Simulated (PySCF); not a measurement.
allene cation (C₃H₄), SMILES C=C=C (connectivity only; charge and spin as stated), charge +1, multiplicity 2.

Geometry: PBE-D3(BJ)/def2-TZVP. The spin state was assumed, not searched.

Level of theory: PySCF with PBE-D3(BJ)/def2-TZVP.

Frequencies are harmonic and unscaled.

```
mode  ν (cm⁻¹)  IR (km/mol)  moving atoms (share of kinetic energy)
----  --------  -----------  --------------------------------------
1          313         12.8                          C 50 %, H 50 %
2          335         16.9                          C 73 %, H 27 %
3          737          7.4                          H 76 %, C 24 %
4          784          0.0                                 H 100 %
5          857         25.9                          H 69 %, C 31 %
6          879         58.1                          H 67 %, C 33 %
7          953          0.0                          H 55 %, C 45 %
8         1052          0.0                          C 62 %, H 38 %
9         1291         99.6                                  H 93 %
10        1339          0.0                          H 68 %, C 32 %
11        1656          7.6                                  C 98 %
12        2990        229.0                                  H 96 %
13        3009          0.0                                  H 95 %
14        3078         31.4                          H 90 %, C 10 %
15        3080        134.9                          H 90 %, C 10 %
```
